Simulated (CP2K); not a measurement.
# C2H4Si (Si(CCH)H3) at 3 levels

Aim: a comparison of 3 runs (GFN2-xTB, PM6, GFN1-xTB) of C2H4Si (Si(CCH)H3). 

The results are computed with CP2K 2026.2.

3 further runs of the same task are left out: 1 that didn't finish, 2 set aside as unsound or not needed.

## 1. The molecule

C2H4Si: 7 atoms, total charge 0, spin state singlet. SMILES: `[H][Si]([H])([H])C#C`. The shape is that of a GFN2-xTB optimisation.

Bond lengths: Si1–C2 1.848 Å, C2–C3 1.202 Å, C3–H4 1.052 Å, Si1–H5 1.465 Å, Si1–H6 1.464 Å, Si1–H7 1.465 Å. Angles: Si1–C2–C3 179.3°, C2–Si1–H5 108.0°, C2–Si1–H6 108.2°, C2–Si1–H7 108.1°, C2–C3–H4 179.9°, H5–Si1–H6 110.8°, H5–Si1–H7 110.8°, H6–Si1–H7 110.8°.

## 2. Energy and gradient at GFN2-xTB (run 1)

The input, calc.inp:

```
&FORCE_EVAL
 METHOD QS
 &DFT
  &QS
   METHOD XTB
   EPS_DEFAULT 1.0E-10
   &XTB
    GFN_TYPE TBLITE
    &TBLITE
     METHOD GFN2
    &END TBLITE
    CHECK_ATOMIC_CHARGES F
   &END XTB
  &END QS
  &POISSON
   PERIODIC NONE
   POISSON_SOLVER ANALYTIC
  &END POISSON
  &SCF
   SCF_GUESS ATOMIC
   EPS_SCF 1.0E-06
   MAX_SCF 150
   ADDED_MOS 4
   MAX_DIIS 8
   EPS_DIIS 0.01
   &DIAGONALIZATION
    ALGORITHM STANDARD
   &END DIAGONALIZATION
   &MIXING
    METHOD DIRECT_P_MIXING
    ALPHA 0.4
   &END MIXING
   &SMEAR ON
    METHOD FERMI_DIRAC
    ELECTRONIC_TEMPERATURE [K] 300
   &END SMEAR
  &END SCF
  &PRINT
   &MOMENTS
    PERIODIC F
    REFERENCE COM
    MAX_MOMENT 1
   &END MOMENTS
   &MO ON
    ENERGIES T
    OCCUPATION_NUMBERS T
    NDIGITS 6
    &EACH
     QS_SCF 0
    &END EACH
    ADD_LAST NUMERIC
   &END MO
   &HIRSHFELD OFF
   &END HIRSHFELD
  &END PRINT
 &END DFT
 &SUBSYS
  &CELL
   ABC 14.1 14.4 16.6
   PERIODIC NONE
  &END CELL
  &COORD
   Si    -0.001310     0.003080    -1.091050
   C     -0.008950     0.001360     0.757280
   C      0.000000    -0.004760     1.959370
   H      0.006250    -0.009300     3.011790
   H      1.393830     0.007600    -1.537640
   H     -0.698780     1.206490    -1.549220
   H     -0.691030    -1.204480    -1.550540
  &END COORD
  &TOPOLOGY
   &CENTER_COORDINATES
   &END CENTER_COORDINATES
  &END TOPOLOGY
 &END SUBSYS
 &PRINT
  &FORCES ON
  &END FORCES
 &END PRINT
&END FORCE_EVAL

&GLOBAL
 PROJECT calc
 RUN_TYPE ENERGY_FORCE
 PRINT_LEVEL LOW
&END GLOBAL
```

On the command line:

```console
$ OMP_NUM_THREADS=1 cp2k.psmp -i calc.inp -o calc.out
```

The log of the run:

```text
CP2K| version string:                                       CP2K version 2026.2
[...]
 GLOBAL| Method name                                                        CP2K
[...]
 GLOBAL| Run type                                                   ENERGY_FORCE
[...]
                             - Atoms:                                          7
[...]
                             - Spherical basis functions:                     21
[...]
 Number of electrons:                                                         16
[...]
  *** SCF run converged in    15 steps ***
[...]
  Fermi energy:                                                -0.24128977130838
[...]
 TB_DIPOLE| Moment [Debye]          0.00142135       0.00021496      -0.21437359
 TB_DIPOLE| Derivative [a.u.]       0.00000000       0.00000000       0.00000000
[...]
 ENERGY| Total FORCE_EVAL ( QS ) energy [hartree]             -7.966506560362211
 FORCES| Atomic forces [hartree/bohr]
 FORCES|   Atom     x               y               z               |f|
 FORCES|      1  4.27611215E-06 -8.27438447E-06  1.97200531E-04   1.97420364E-04
 FORCES|      2  2.17951864E-04 -8.59653373E-05 -2.60791461E-05   2.35739637E-04
 FORCES|      3 -1.40857238E-06  9.64556374E-06 -2.91852161E-05   3.07700799E-05
 FORCES|      4 -1.13334145E-04  3.43161372E-05  1.27035533E-04   1.73667073E-04
 FORCES|      5  1.01458198E-04  7.63246648E-06 -9.74781345E-05   1.40904249E-04
 FORCES|      6 -1.13355788E-04  2.13098772E-04 -8.99003258E-05   2.57570747E-04
 FORCES|      7 -9.55876694E-05 -1.70453217E-04 -8.15932418E-05   2.11775256E-04
 FORCES| Sum    -3.34611895E-17  9.92044988E-18 -2.37630011E-16
 FORCES| Total atomic force                                       2.40179285E-16
[...]
```

It took 0.45 s on 1 thread of Arm Neoverse N1, shared host; peak memory 0.14 GiB.

## 3. Energy and forces at PM6 (run 2)

The input, run.py:

```python
import numpy as np
from ase import Atoms
from ase.calculators.cp2k import CP2K

atoms = Atoms(['Si', 'C', 'C', 'H', 'H', 'H', 'H'],
              positions=[(-0.001310, 0.003080, -1.091050),
                         (-0.008950, 0.001360, 0.757280),
                         (0.000000, -0.004760, 1.959370),
                         (0.006250, -0.009300, 3.011790),
                         (1.393830, 0.007600, -1.537640),
                         (-0.698780, 1.206490, -1.549220),
                         (-0.691030, -1.204480, -1.550540)])
atoms.set_cell([14.1, 14.4, 16.6])
atoms.center()
inp = """
&FORCE_EVAL
  METHOD QUICKSTEP
  &DFT
    &QS
      METHOD PM6
      EPS_DEFAULT 1.0E-10
      &SE
        &COULOMB
          CUTOFF [angstrom] 50
          RC_RANGE [angstrom] 0
        &END COULOMB
        &EXCHANGE
          CUTOFF [angstrom] 50
          RC_RANGE [angstrom] 0
        &END EXCHANGE
      &END SE
    &END QS
    &POISSON
      PERIODIC NONE
      POISSON_SOLVER ANALYTIC
    &END POISSON
    &SCF
      SCF_GUESS ATOMIC
      EPS_SCF 1.0E-06
      MAX_SCF 150
      ADDED_MOS 8
      &DIAGONALIZATION
        ALGORITHM STANDARD
      &END DIAGONALIZATION
      &MIXING
        METHOD DIRECT_P_MIXING
        ALPHA 0.4
      &END MIXING
    &END SCF
    &PRINT
      &MOMENTS
        PERIODIC F
        REFERENCE COM
        MAX_MOMENT 1
      &END MOMENTS
      &MO ON
        ENERGIES T
        OCCUPATION_NUMBERS T
        NDIGITS 6
        &EACH
          QS_SCF 0
        &END EACH
        ADD_LAST NUMERIC
      &END MO
      &HIRSHFELD OFF
      &END HIRSHFELD
    &END PRINT
  &END DFT
  &SUBSYS
  &END SUBSYS
&END FORCE_EVAL
"""
calc = CP2K(command="cp2k.psmp -s", label="mol", inp=inp, basis_set=None, basis_set_file=None, potential_file=None, pseudo_potential=None, xc=None, cutoff=None, max_scf=None, charge=None, uks=False,
            force_eval_method=None, print_level="LOW", poisson_solver=None, stress_tensor=False)
atoms.calc = calc
print("E / eV:", round(atoms.get_potential_energy(), 6))
forces = atoms.get_forces()
print(np.array2string(forces, precision=5, suppress_small=True))
print("largest force / (eV/A): %.4f" % np.linalg.norm(forces, axis=1).max())
```

On the command line:

```console
$ OMP_NUM_THREADS=1 python run.py
```

The log of the run:

```text
E / eV: -370.861873
[[-0.01005  0.00032  1.18851]
 [ 0.01834 -0.00388 -1.46962]
 [-0.00259 -0.00088  1.16633]
 [-0.00421  0.00194 -0.42003]
 [ 0.21954  0.00108 -0.15326]
 [-0.11153  0.19507 -0.15651]
 [-0.10951 -0.19364 -0.15541]]
largest force / (eV/A): 1.4697
```

mol.out:

```text
CP2K| version string:                                       CP2K version 2026.2
 CP2K| Input file name                                                   mol.inp

[... 19 lines left out ...]
 *** WARNING in qs_kind_types.F:2264 :: Information provided in the input ***
[... 77 lines left out ...]
  *** SCF run converged in    16 steps ***
[... 23 lines left out ...]
 SE_DIPOLE| Dipole type                                             non-periodic
[... 2 lines left out ...]
 SE_DIPOLE| Derivative [a.u.]       0.00000000       0.00000000       0.00000000
[... 27 lines left out ...]
 -------------------------------------------------------------------------------
```

It took 1.4 s on 1 thread of Arm Neoverse N1, shared host; peak memory 0.13 GiB.

## 4. Energy and forces at GFN1-xTB (run 3)

The input, mol.inp:

```
&GLOBAL
    PROJECT_NAME mol
    RUN_TYPE ENERGY_FORCE
    PRINT_LEVEL MEDIUM
&END GLOBAL

&FORCE_EVAL
    METHOD QS
    &DFT
        CHARGE 0
        MULTIPLICITY 1
        # Quickstep
        &QS
            METHOD XTB
            EPS_DEFAULT 1.0E-10
            &XTB
                GFN_TYPE 1
                CHECK_ATOMIC_CHARGES F
            &END XTB
        &END QS
        # isolated system
        &POISSON
            PERIODIC NONE
            POISSON_SOLVER ANALYTIC
        &END POISSON
        # self-consistent field
        &SCF
            SCF_GUESS ATOMIC
            EPS_SCF 1.0E-06
            MAX_SCF 150
            ADDED_MOS 2
            &DIAGONALIZATION
                ALGORITHM STANDARD
            &END DIAGONALIZATION
            &MIXING
                METHOD BROYDEN_MIXING
                ALPHA 0.4
                NBUFFER 8
            &END MIXING
            &SMEAR ON
                METHOD FERMI_DIRAC
                ELECTRONIC_TEMPERATURE [K] 300
            &END SMEAR
        &END SCF
        # extra output
        &PRINT
            &MOMENTS
                PERIODIC F
                REFERENCE COM
                MAX_MOMENT 1
            &END MOMENTS
            &MO ON
                ENERGIES T
                OCCUPATION_NUMBERS T
                NDIGITS 6
                &EACH
                    QS_SCF 0
                &END EACH
                ADD_LAST NUMERIC
            &END MO
            &HIRSHFELD OFF
            &END HIRSHFELD
        &END PRINT
    &END DFT
    &SUBSYS
        &CELL
            ABC [angstrom] 10.1 10.4 12.6
            PERIODIC NONE
        &END CELL
        &COORD
            Si    -0.001310     0.003080    -1.091050
            C     -0.008950     0.001360     0.757280
            C      0.000000    -0.004760     1.959370
            H      0.006250    -0.009300     3.011790
            H      1.393830     0.007600    -1.537640
            H     -0.698780     1.206490    -1.549220
            H     -0.691030    -1.204480    -1.550540
        &END COORD
        &TOPOLOGY
            &CENTER_COORDINATES
            &END CENTER_COORDINATES
        &END TOPOLOGY
    &END SUBSYS
    # extra output
    &PRINT
        &FORCES ON
        &END FORCES
    &END PRINT
&END FORCE_EVAL
```

On the command line:

```console
$ OMP_NUM_THREADS=1 cp2k.psmp mol.inp > mol.out
```

The log of the run:

```text
CP2K| version string:                                       CP2K version 2026.2
[...]
 GLOBAL| Method name                                                        CP2K
[...]
 GLOBAL| Run type                                                   ENERGY_FORCE
[...]
                             - Atoms:                                          7
[...]
                             - Spherical basis functions:                     25
[...]
 Number of electrons:                                                         16
[...]
     1 NoMix/Diag. 0.40E+00    0.0     0.24593366        -8.1639946910 -8.16E+00
[...]
    33 Broy./Diag. 0.40E+00    0.0     0.00000086        -8.1733881166 -2.55E-07
  *** SCF run converged in    33 steps ***
[...]
  Fermi energy:                                                -0.28912773446543
[...]
 ENERGY| Total FORCE_EVAL ( QS ) energy [hartree]             -8.173387921803636
 FORCES| Atomic forces [hartree/bohr]
 FORCES|   Atom     x               y               z               |f|
 FORCES|      1  9.19142236E-06 -1.31094436E-05  2.00397289E-03   2.00403684E-03
 FORCES|      2  4.96730515E-05  3.94561615E-05 -2.88653093E-02   2.88653790E-02
 FORCES|      3  7.90662503E-05 -5.94689623E-05  1.69432959E-02   1.69435847E-02
 FORCES|      4 -1.93445849E-05 -1.42624416E-05  6.76953544E-03   6.76957810E-03
 FORCES|      5 -5.13829082E-03 -8.61639195E-06  1.02212581E-03   5.23897395E-03
 FORCES|      6  2.51665600E-03 -4.31354008E-03  1.05166511E-03   5.10354631E-03
 FORCES|      7  2.50304868E-03  4.36954116E-03  1.07471417E-03   5.14909246E-03
 FORCES| Sum     3.46944695E-18 -6.93889390E-17  5.27139096E-16
 FORCES| Total atomic force                                       5.31697742E-16
[...]
```

Run time: 0.57 s. Hardware: 1 thread of Arm Neoverse N1, shared host; peak memory 0.15 GiB.

## 5. The series

```
run     level  added orbitals  smearing temperature  energy (Eh)  dipole moment (D)  HOMO energy (eV)  LUMO energy (eV)  wall time
  1  GFN2-xTB               4                   300    -7.966507               0.21            -11.19             -5.65     0.45 s
  2       PM6               8                     –   -13.628924               0.16            -11.00              0.38      1.4 s
  3  GFN1-xTB               2                   300    -8.173388               0.55            -12.60             -6.95     0.57 s
```

## 6. Results

```
                                        quantity         value
                             run 3: total energy   -8.17339 Eh
run 3: dipole moment (from atomic charges alone)        0.55 D
                              run 3: HOMO energy     -12.60 eV
                              run 3: LUMO energy      -6.95 eV
                            run 3: HOMO–LUMO gap       5.65 eV
                        run 3: dispersion energy  -4.52 kJ/mol
                 run 3: largest force on an atom    1.484 eV/Å
```

In words: The dipole moment (its size) runs from 0.16 D (PM6) to 0.55 D (GFN1-xTB). Some of these are taken from atomic charges alone. The HOMO–LUMO gap runs from 5.53 eV (GFN2-xTB) to 11.38 eV (PM6). Force-field and semi-empirical energies have zeros of their own, so their totals don't compare. All runs together took 2.4 s, the longest 1.4 s.
